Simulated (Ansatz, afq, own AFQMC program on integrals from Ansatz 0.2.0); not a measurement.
Two steps: Ansatz 0.2.0 writes the Fock matrix and Cholesky factors of the valence space, and afq projects on them the lowest state that overlaps trial and start.

```yaml
crystal:
  periodic: [false, false, false]
  atoms:
    - {symbol: B, position_ang: [0.000000, 0.000000, 0.668909]}
    - {symbol: O, position_ang: [0.000000, 0.000000, -0.612266]}
    - {symbol: H, position_ang: [0.000000, 1.050271, 1.272063]}
    - {symbol: H, position_ang: [0.000000, -1.050271, 1.272063]}
basis:
  gaussian: {orbitals: cc-pVDZ}
magnetization: {spin_polarized: true, initial_magnetization: 1}
correlation: {method: ccsd_t, electrons: outside_noble_gas, hamiltonian_folder: ham}
```

```sh
$ ansatz run in.yaml --threads 1 --pin off --events-out ev --progress --plain --max-ram 16896MiB --backend cuda --devices 0, --max-vram 18GiB
```

afq runs on the folder ham with

```
--method phaseless --trial cisd --walkers 4000 --populations 20 --least-time 60 --time-step 0.005 --steps-per-block 50 --equilibration-blocks 28 --max-blocks 4000 --target-error 0.0002 --factor-cut 1e-05 --start spin_pure --seed 2161 --release-times 0.24,0.51,0.99,1.62,2.4 --release-step 0.03 --release-every 3 --taylor-order 6
```

Times are imaginary, in 1/Eh. The walk had a cap of 122 s. With eight or more populations the least sampling time is a fifth of least-time, and the error comes from their spread.

afq prints:

```
orbitals 36  electrons 6 5  factors 275 of 344
reference energy -100.70707249 Eh
CCSD correlation -0.26469467 Eh in 13 cycles, weight of the determinant in the CISD state 0.8738
energy of the start -100.971418 Eh
 block  time / (1/Eh)  mean weight  energy / Eh
     1     0.250  0.9998  -100.969274
     2     0.500  1.0003  -100.972155
     3     0.750  1.0000  -100.974398
     4     1.000  1.0001  -100.975839
     5     1.250  1.0000  -100.977417
     8     2.000  0.9998  -100.978400
    11     2.750  1.0001  -100.978607
    14     3.500  1.0002  -100.978841
    17     4.250  1.0004  -100.978834
    20     5.000  1.0002  -100.979442
    23     5.750  1.0001  -100.980000
    26     6.500  0.9998  -100.978916
    29     7.250  0.9997  -100.979247
    32     8.000  0.9998  -100.979881
    35     8.750  1.0000  -100.979100
    38     9.500  0.9996  -100.978558
    41    10.250  1.0003  -100.980205
    44    11.000  0.9997  -100.979543
    47    11.750  0.9995  -100.980108
    49    12.250  0.9999  -100.981059
    50    12.500  1.0001  -100.980877
    53    13.250  0.9997  -100.980234
    56    14.000  0.9997  -100.979782
    59    14.750  0.9999  -100.979862
    62    15.500  1.0006  -100.979306
    65    16.250  1.0002  -100.980218
    68    17.000  1.0000  -100.980718
    71    17.750  0.9999  -100.980126
    74    18.500  0.9998  -100.979831
    77    19.250  1.0001  -100.979375
    78    19.500  0.9999  -100.979906
error from the spread of 20 populations
released: time / (1/Eh)  energy / Eh  error  mean overlap
  0.24  -100.980166  0.000159  0.9978
  0.51  -100.980274  0.000122  0.9934
  0.99  -100.980490  0.000132  0.9903
  1.62  -100.980315  0.000137  0.9867
  2.40  -100.979893  0.000168  0.9992
energy -100.979987 +/- 0.000185 Eh
(rows thinned)
```

The run passed its tests (sampling time, drift between the halves within three errors, error under three times the target), which doesn't prove that it has relaxed.

Against this walk (error 5.0 meV) on the same determinant: CCSD(T) 42.6 meV higher, CCSDT(Q) 6.0 meV lower (within the noise). The error is statistical and leaves out the bias of the constraint. Released to 2.40 1/Eh the energy moves by 3 ± 7 meV (both errors), within twice the noise.

Cautions: constraint bias not in the error; raised T1 diagnostic (T1 0.040, weight of the determinant 0.87, largest double 0.06).

The walk took 44 s on 1 × NVIDIA H100 80GB HBM3 with 2 threads of AMD EPYC 7R13 Processor (Zen 3), on a shared host (the card was shared). The log's last line is the phaseless energy.

CCSDT and higher add their correlation energy to the determinant of the CCSD(T) run, since their own runs factorise the integrals more tightly (a shift of under 2 meV). A walk keeps the symmetry of its determinant, which the program's search chose and which needn't be the lowest solution, so a lower state of the same spin and another symmetry isn't excluded.
